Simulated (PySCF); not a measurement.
# Building multiplets from coupling constants

Structure with atom numbers: `[CH2:1]=[C:2]=[CH:3][O:4][CH3:5]`. Hydrogens are named by the atom that carries them.

Theory: NMR shieldings at PBE0/pcSseg-1/GIAO, geometry from PBE0-D3(BJ)/def2-SVP, J: B3LYP/pcJ-1 (without the spin–dipole term), in PySCF 2.14.0 with density-fitted response routines (in vacuum, a single conformation, non-relativistic Hamiltonian, equivalent nuclei averaged).

δ = σ(ref) − σ, references computed at the same level: TMS for 1H (σ = 31.27 ppm), 13C (σ = 184.41 ppm).

Spectrometer: 500 MHz for 1H. First-order analysis; couplings under 1 Hz (under 4 Hz in carbon signals) are ignored, and nearly equal couplings are merged; the smaller ones broaden or split the lines further.

Q: What pattern does H(C3) show (1H)?

A: A triplet at δ 6.28: 7.9 Hz to H(C1) (2 × 1H, 4 bonds away). Lines in Hz from the centre (relative intensity): +7.9 (1), +0.0 (2), -7.9 (1). The outer lines are 15.8 Hz apart, the sum of the couplings kept, or 0.032 ppm at this field.

Q: What pattern does C2 show in the proton-coupled 13C spectrum?

A: A doublet of triplets at δ 218.8: 6.9 Hz to H(C3) (1 × 1H, 2 bonds away), 4.8 Hz to H(C1) (2 × 1H, 2 bonds away). Lines in Hz from the centre (relative intensity): +8.2 (1), +3.5 (2), +1.4 (1), -1.4 (1), -3.5 (2), -8.2 (1). The outer lines are 16.5 Hz apart, the sum of the couplings kept, or 0.131 ppm at this field.

Q: What pattern does H(C1) show (1H)?

A: A doublet at δ 5.62: 7.9 Hz to H(C3) (1 × 1H, 4 bonds away). Lines in Hz from the centre (relative intensity): +4.0 (1), -4.0 (1). The outer lines are 7.9 Hz apart, the sum of the couplings kept, or 0.016 ppm at this field.
